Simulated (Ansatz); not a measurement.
CsCl-type TlCl, treated with PBE (PAW; Ansatz, a first-principles code).

Settings: plane-wave cutoff 520 eV, 10×10×10 k mesh, Fermi–Dirac smearing 0.01 eV, scalar-relativistic PAW data made under PBE.

Computed at the level's own relaxed cell.

Task: Estimate the pressure derivative B′ of the bulk modulus, bulk modulus, Γ–Γ gap and equilibrium volume per atom that the calculation returns.

Result: 
pressure derivative B′ of the bulk modulus: 5.1
bulk modulus: 22.1 GPa
Γ–Γ gap: 8.93 eV
equilibrium volume per atom: 29.65 Å³/atom

Measured, for comparison: equilibrium volume per atom 28.35 Å³/atom (temperature not stated, not corrected to a static lattice; as tabulated in Wikipedia's data pages). Computed (rounded) less measured: equilibrium volume per atom +4.6 %.

Spin–orbit coupling is not included; with these elements it can move the gap by several tenths of an eV or more.

Computed values are for the static lattice.
